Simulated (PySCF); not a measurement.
## Which basis set comes closest?

Molecule: 2,2-dimethylbutane (SMILES CCC(C)(C)C).

Atoms are numbered as in `[CH3:1][CH2:2][C:3]([CH3:4])([CH3:5])[CH3:6]`. Each H is labelled by its parent atom.

Geometry PBE0-D3(BJ)/def2-SVP throughout; GIAO in PySCF 2.14, gas phase, one conformer, non-relativistic; equivalent atoms averaged; functional PBE0.

Reference values (measured; solution, not stated in the table (CDCl3 in this author's series); The use of chemical shift calculations in the conformational analysis of substituted benzenes, New J. Chem. 2019 (ESI)): δ(H(C2)) = 1.21 ppm, δ(H(C1)) = 0.82 ppm, δ(H(C4)/H(C5)/H(C6)) = 0.86 ppm. Computed shifts are taken against TMS, calculated as an isolated molecule at each level.

How do the basis sets STO-3G, 6-31G, pcSseg-0, 6-31G*, def2-SVP, cc-pVDZ, pcSseg-1, 6-311+G(2d,p), aug-cc-pVDZ, def2-TZVP perform against the reference? Times are CPU seconds on shared hosts with different chips, so compare them loosely.

Results:


```tsv
basis set	functions	H(C2)	H(C1)	H(C4)/H(C5)/H(C6)	mean abs. error H	core-s
STO-3G	44	0.79	0.63	0.72	0.25	11
6-31G	82	1.45	1.10	1.15	0.27	14
pcSseg-0	82	1.10	0.96	1.03	0.14	5.9
6-31G*	112	1.38	0.95	0.98	0.14	25
def2-SVP	154	1.11	0.82	0.83	0.04	27
cc-pVDZ	154	1.19	0.86	0.87	0.02	15
pcSseg-1	172	1.09	0.92	0.88	0.08	15
6-311+G(2d,p)	246	1.17	0.83	0.80	0.04	59
aug-cc-pVDZ	264	1.23	0.90	0.89	0.04	31
def2-TZVP	270	1.20	0.85	0.83	0.02	64
```

For ¹H the closest is cc-pVDZ (0.02 ppm, with def2-TZVP, 6-311+G(2d,p), def2-SVP, aug-cc-pVDZ practically level) and the furthest 6-31G (0.27 ppm). Where a smaller basis beats a larger one, errors probably cancel. One molecule is a small sample, and vibrational and solvent effects are absent from the calculation.

A small basis that lands close on one nucleus may do so by chance; judge by the trend and by all nuclei.
